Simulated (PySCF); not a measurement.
Level of theory: PBE0-D3(BJ)/def2-TZVP run with PySCF. Isolated molecules, 0 K electronic values unless said otherwise. One relaxed conformer stands for a flexible species; it need not be the lowest. Delta-SCF ions had no search for a lower state. 

Reference species (SMILES): `ClB(Cl)Cl` (neutral, multiplicity 1).

| Quantity | Value |
|---|---|
| S1 oscillator strength | 0.000 |
| vertical ionisation energy (Delta-SCF) | 11.30 eV |

Changed species: `OB(O)O` (3 of 3 Cl replaced by OH; the reference has 0 of 3 Cl replaced by OH).

Question: Give the shifts of the S1 oscillator strength and vertical ionisation energy (Delta-SCF).

Answer: the S1 oscillator strength is nearly the same; the vertical ionisation energy (Delta-SCF) rises by 0.49 eV, to 11.79 eV.
